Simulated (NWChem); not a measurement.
The numbers come from NWChem runs, not from measurements. System: CH4, charge 0, spin multiplicity 1, displaced from the optimised geometry. Level: PBE0/def2-TZVP.

Input file:

```
start mol
memory heap 200 mb stack 800 mb global 1000 mb
geometry units angstroms nocenter noautoz
  C      0.000000     0.000000    -0.000000
  H      0.000000     0.921079     0.651299
  H      0.000000    -0.921079     0.651299
  H     -0.921080     0.000000    -0.651298
  H      0.921080     0.000000    -0.651298
  symmetry group C2v
end
basis spherical
  * library def2-tzvp
end
dft
  xc pbe0
  semidirect memsize 60000000 filesize 0
  iterations 100
  grid xcoarse
end
task dft gradient
```

Part of the output:

```
             Northwest Computational Chemistry Package (NWChem) 7.3.0
             --------------------------------------------------------

                                NWChem Input Module
                                -------------------

 Scaling coordinates for geometry "geometry" by  1.889725989
 (inverse scale =  0.529177249)

 Turning off AUTOSYM since
 SYMMETRY directive was detected!

                             Geometry "geometry" -> ""
                             -------------------------

 Output coordinates in angstroms (scale by  1.889725989 to convert to a.u.)

  No.       Tag          Charge          X              Y              Z
 ---- ---------------- ---------- -------------- -------------- --------------
    1 C                    6.0000     0.00000000     0.00000000     0.00000000
    2 H                    1.0000     0.00000000     0.92107900     0.65129900
    3 H                    1.0000     0.00000000    -0.92107900     0.65129900
    4 H                    1.0000    -0.92108000     0.00000000    -0.65129800
    5 H                    1.0000     0.92108000     0.00000000    -0.65129800

 Effective nuclear repulsion energy (a.u.)      12.9817941061

            Nuclear Dipole moment (a.u.)
            ----------------------------
        X                 Y               Z
 ---------------- ---------------- ----------------
     0.0000000000     0.0000000000     0.0000037795

      Symmetry information
      --------------------

 Group name             C2v
 Group number             16
 Group order               4
 No. of unique centers     3

      Symmetry unique atoms

     1    2    4


 Summary of "ao basis" -> "" (spherical)
 ------------------------------------------------------------------------------
       Tag                 Description            Shells   Functions and Types
 ---------------- ------------------------------  ------  ---------------------
 *                         def2-tzvp                  on all atoms

                                 NWChem DFT Module
                                 -----------------
[...]
            -------------------
          SCF calculation type: DFT
          Wavefunction type:  closed shell.
          No. of atoms     :     5
          No. of electrons :    10
           Alpha electrons :     5
            Beta electrons :     5
          Charge           :     0
          Spin multiplicity:     1
          Use of symmetry is: on ; symmetry adaption is: on
          Maximum number of iterations: 100
          AO basis - number of functions:    55
                     number of shells:    27
          Convergence on energy requested:  1.00D-06
          Convergence on density requested:  1.00D-05
          Convergence on gradient requested:  5.00D-04

              XC Information
              --------------
                         PBE0 Method XC Functional
                     Hartree-Fock (Exact) Exchange  0.250
          PerdewBurkeErnzerhof Exchange Functional  0.750
            Perdew 1991 LDA Correlation Functional  1.000 local
           PerdewBurkeErnz. Correlation Functional  1.000 non-local

             Grid Information
             ----------------
          Grid used for XC integration:  xcoarse
          Radial quadrature: Mura-Knowles
          Angular quadrature: Lebedev.
          Tag              B.-S. Rad. Rad. Pts. Rad. Cut. Ang. Pts.
          ---              ---------- --------- --------- ---------
          C                   0.70       21           6.0       194
          H                   0.35       21           7.0       194
          Grid pruning is: on
          Number of quadrature shells:    63
          Spatial weights used:  Erf1

          Convergence Information
          -----------------------
          Convergence aids based upon iterative change in
          total energy or number of iterations.
          Levelshifting, if invoked, occurs when the
          HOMO/LUMO gap drops below (HL_TOL):  1.00D-02
          DIIS, if invoked, will attempt to extrapolate
          using up to (NFOCK): 10 stored Fock matrices.

                    Damping( 0%)  Levelshifting(0.5)       DIIS
                  --------------- ------------------- ---------------
          dE  on:    start            ASAP                start
          dE off:    2 iters        100 iters           100 iters

      Screening Tolerance Information
      -------------------------------
          Density screening/tol_rho:  1.00D-10
          AO Gaussian exp screening on grid/accAOfunc:  14
          CD Gaussian exp screening on grid/accCDfunc:  20
          XC Gaussian exp screening on grid/accXCfunc:  20
          Schwarz screening/accCoul:  1.00D-08

                            NWChem DFT Gradient Module
                            --------------------------

  charge          =   0.00
  wavefunction    = closed shell

  Using symmetry

                         DFT ENERGY GRADIENTS

    atom               coordinates                        gradient
                 x          y          z           x          y          z
   1 C       0.000000   0.000000   0.000000    0.000000   0.000000   0.000000
   2 H       0.000000   1.740587   1.230777    0.000000   0.018689   0.013244
   3 H       0.000000  -1.740587   1.230777    0.000000  -0.018689   0.013244
   4 H      -1.740589   0.000000  -1.230775   -0.018689   0.000000  -0.013244
   5 H       1.740589   0.000000  -1.230775    0.018689   0.000000  -0.013244

                 ----------------------------------------
                 |  Time  |  1-e(secs)   |  2-e(secs)   |
                 ----------------------------------------
                 |  CPU   |       0.00   |       0.44   |
                 ----------------------------------------
                 |  WALL  |       0.00   |       0.44   |
                 ----------------------------------------

 Task  times  cpu:        1.1s     wall:        1.1s

 Total times  cpu:        1.2s     wall:        1.2s
```
